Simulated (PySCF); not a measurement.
An unknown is described by computed data only.

Formula: CS.

| Quantity | Value |
| --- | --- |
| Rotational structure | rotational constant B (linear): 25.029 GHz [GFN2-xTB] |
| UV, first state | lowest singlet excitation: 4.85 eV (256 nm, f = 0.012 summed over 2 states within 0.01 eV) [TDDFT PBE0/def2-SVPD] |
| Dipole | 1.98 D [PBE0/def2-SVPD] |
| NMR, other nuclei | isotropic shieldings of nuclei other than C and H, by class: -84 (1 S) ppm [GIAO PBE0/pcSseg-1] |
| Polarisability | 27.6 au [PBE0/def2-SVPD] |
| Triplet | lowest triplet excitation (Tamm–Dancoff): 3.19 eV [TDA PBE0/def2-SVPD] |
| 13C NMR | chemical shifts (computed TMS as zero) by class: 465.9 (1 C) ppm [GIAO PBE0/pcSseg-1] |

Gas-phase values; electronic properties from PySCF, density fitting. Levels stand in brackets. Geometry: GFN2-xTB; no solvent, vibrations or thermal averaging. NMR values are class means; diastereotopic atoms form classes of their own.

Question: Give a SMILES that accounts for the data.

Answer: Its formula, CS, gives 2 degrees of unsaturation: 0 rings and 2 π bonds in the structure found. The one carbon: carbon bonded to S (465.9 ppm). The other shieldings belong to: -84 ppm, sulfur bonded to C. The optimised geometry has point group C∞v and is a linear rotor. Structure: carbon monosulfide, `[S+]#[C-]`.
